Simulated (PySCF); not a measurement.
# NH⁺ from Hartree–Fock to correlated methods

State: ⁴Σ⁻ (quartet), unpaired electrons σ ↑, π ↑↑. Set-up: PySCF, no relativity, basis sets H def2-TZVPPD, N def2-TZVPPD. De refers to H⁺ + N in their high-spin ground configurations, without counterpoise correction. The functionals are run spin-unrestricted. A positive dipole points towards N; it is taken about the centre of mass and depends on that origin.

```
      Level  Re (Å)  ωe (cm⁻¹)  De (eV)  μ (D)  CPU s a point (SCF and correlation, without the integrals)
        UHF   1.061       3005     3.88  -1.54                                                        0.12
    UHF-MP2   1.085       2777     3.68    n/a                                                        0.19
UHF-SCS-MP2   1.088       2753     3.68    n/a                                                         n/a
   UHF-CCSD   1.091       2741     3.69    n/a                                                         n/a
UHF-CCSD(T)   1.093       2720     3.68    n/a                                                           3
        PBE   1.114       2502     3.71  -1.78                                                        0.43
       BLYP   1.130       2355     3.60  -1.88                                                        0.28
       TPSS   1.107       2581     3.82  -1.73                                                         5.2
     r²SCAN   1.092       2687     3.83  -1.66                                                         0.7
    r²SCANh   1.090       2715     3.82  -1.66                                                        0.76
      B3LYP   1.113       2498     3.60  -1.83                                                        0.52
       PBE0   1.098       2647     3.73  -1.73                                                        0.63
     M06-2X   1.104       2603     3.57  -1.81                                                         5.4
  CAM-B3LYP   1.114       2512     3.53  -1.86                                                        0.66
```

The bond length runs from 1.061 Å (UHF) to 1.130 Å (BLYP). De spans 3.53 eV (CAM-B3LYP, range-separated hybrid) to 3.88 eV (UHF, mean field). Correlation at CCSD(T) changes the Hartree–Fock bond energy by -0.20 eV; the triples alone change it by -0.01 eV.

Correlated steps freeze 1 core orbital. For an ion De counts to the pair picked by the measured ionisation energies or electron affinities, which need not be the lowest pair at this level. The state was picked by a PBE0 search and need not be the measured ground state.

The whole job (state search and all levels along the bond) took about 3.7 min on 1 thread of Arm Neoverse V2 (shared host), peak memory 0.84 GiB.
